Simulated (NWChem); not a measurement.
System: NH2, doublet; SMILES [NH2]

```xyz
3

N      0.0000     0.0000     0.1667
H      0.8041     0.0000    -0.4718
H     -0.8041     0.0000    -0.4718
```
Atoms are numbered in this order, from 1.

Results from NWChem. Spin-unrestricted. In the optimisation the excess spin sits in b2 (C2v, its own frame). The geometry was optimised at PBE0-D3(BJ)/def2-TZVP, spin-unrestricted. No stability test was run on the SCF state. Fermi-contact couplings, non-relativistic, static geometry.

For level BHandHLYP/aug-cc-pVTZ-J:

```
Property                 Result
-----------------------  ------
A(iso) 14N atom 1 (MHz)    39.2
A(iso) 1H atom 3 (MHz)    -69.1
```

How do the values read with level TPSSh/pcJ-1 instead?

The A(iso) 14N atom 1 (MHz) is 30.3 and the A(iso) 1H atom 3 (MHz) is -61.3.
